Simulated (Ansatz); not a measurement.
# NaH₂− (singlet): the correlation ladder at angle H2–Na1–H3 = 124.1°, aug-cc-pVTZ

The task here is to estimate one member of a computed series from the others.

Program: Ansatz 0.2.0, Gaussian basis. Level of theory: aug-cc-pVTZ, core rule «outside noble gas», up to 5 orbitals frozen. These are calculated values, not measurements.

Plan: UHF; CCSD(T) on RHF; BCCD(T) on RHF; CCSDT(Q) on RHF; Full CI.

17 further runs of the same task are left out: 7 for a known fault of the program, 8 that didn't finish, 2 set aside as unsound or not needed. Runs told in other sessions of the task aren't counted.

## What is computed

The geometry derives from a PBE0/def2-TZVPD stationary point (not a proven minimum). One angle is set to the value named; bond lengths are kept.

3 atoms, charge -1, spin multiplicity 1.

Atoms are counted from 1 here; the program's logs count them from 0.

Bond lengths: Na1–H2 2.066 Å, Na1–H3 2.066 Å. Angles: H2–Na1–H3 124.1°.

The first run:

Contents of in.yaml:

```yaml
crystal:
  periodic: [false, false, false]
  atoms:
    - {symbol: Na, position_ang: [-0.078055, 0.000000, 0.000000]}
    - {symbol: H, position_ang: [0.890168, 0.000000, -1.824803]}
    - {symbol: H, position_ang: [0.890168, 0.000000, 1.824803]}
basis:
  gaussian: {orbitals: aug-cc-pVTZ}
total_charge: -1
magnetization: {spin_polarized: true, initial_magnetization: 0}
hamiltonian: {xc: hf}
output: {orbitals: {seedname: orbitals}}
```

Run with:

```
> ansatz run in.yaml --threads 1 --pin off --events-out ev --progress --plain --max-ram 2393MiB
```

Among the steps run: UHF; CCSD(T) on RHF; BCCD(T) on RHF; CCSDT(Q) on RHF; Full CI.

One table of the session follows, with a row left open; its other results are not shown here.

It belongs to the step «Misses and costs». 

```
   method  from FCI (kcal/mol)
      RHF               +47.19
     RMP2               +11.24
    RCCSD                    ?
 RCCSD(T)                +0.10
  BCCD(T)                +0.10
   RCCSDT                +0.01
RCCSDT(Q)                 0.00
      FCI                    0
```

Estimate the missing values for RCCSD.

As computed: from FCI (kcal/mol): +0.30. In the column «from FCI (kcal/mol)» it lies between BCCD(T) (+0.10) and RMP2 (+11.24).
